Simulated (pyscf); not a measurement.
HO–SiH(F)–F (SMILES O[SiH](F)F) + HF (SMILES F) -> F–SiH(F)–F (SMILES F[SiH](F)F) + H₂O (SMILES O), a four-centre exchange (singlet surface; O–Si, F–H broken, F–Si, H–O formed). PySCF, gas phase, ωB97X-D3(BJ)/def2-SVP geometries. MP2 and CC: frozen core, UHF for open shells. ΔMP2 is the change of the MP2 total energy from the triple- to the quadruple-zeta basis. Energies in eV from the separated reactants.

Small-basis levels: PySCF, no dispersion term, spherical d functions. AM1 to PM7: differences of heats of formation from MOPAC. GFN2-xTB: tblite. Cost: rough CPU time at the saddle relative to B3LYP/6-31G*, from one job on a shared machine.

| level | barrier | reaction energy | cost |
|---|---|---|---|
| HF/3-21G | … | -0.29 | 0.07 |
| SVWN5/6-31G* | -0.63 | -0.56 | 1 |
| BP86/6-31G* | 0.04 | -0.62 | 1 |
| PBE/6-31G* | -0.06 | -0.63 | 2 |
| B3LYP/3-21G | -0.95 | -0.42 | 0.8 |
| B3LYP/LANL2DZ | 0.13 | -0.03 | 0.7 |
| B3LYP/6-31G* | 0.20 | -0.64 | 1 |
| M06-2X/6-31G* | 0.16 | -0.55 | 3 |
| B3LYP/6-311+G** | … | -0.27 | 2 |
| PBE/def2-SVP | -0.03 | -0.38 | 2 |
| GFN2-xTB | 0.68 | -0.42 | under 0.02 |
| PM3 | 1.85 | -0.32 | under 0.02 |
| CCSD(T)/def2-TZVPP + ΔMP2(QZVPP) | … | -0.37 | – |

Complete the blanks.


- HF/3-21G, barrier: -0.19
- B3LYP/6-311+G**, barrier: 0.77
- CCSD(T)/def2-TZVPP + ΔMP2(QZVPP), barrier: 0.75

Against the last row the barrier runs from -1.70 (B3LYP/3-21G) to +1.10 eV (PM3); B3LYP/6-311+G** happens to lie closest here (0.02 eV apart). At HF/3-21G, SVWN5/6-31G*, PBE/6-31G*, B3LYP/3-21G, PBE/def2-SVP this geometry lies under one side, so the entry may be no barrier of that level: it is a single point on another level's saddle. CCSD(T)/def2-TZVPP + ΔMP2(QZVPP) has limits of its own. On the reactant side the descent ends in a complex, 0.22 eV under the separated species and 0.84 eV under the saddle at ωB97X-D3(BJ)/def2-TZVP. At ωB97X-D3(BJ) the barrier from the zero used here is 0.62 eV. This is the saddle that the search found; another between the same sides may lie lower. The CCSD(T) − MP2 part came from Ansatz, without density fitting, on the same reference.
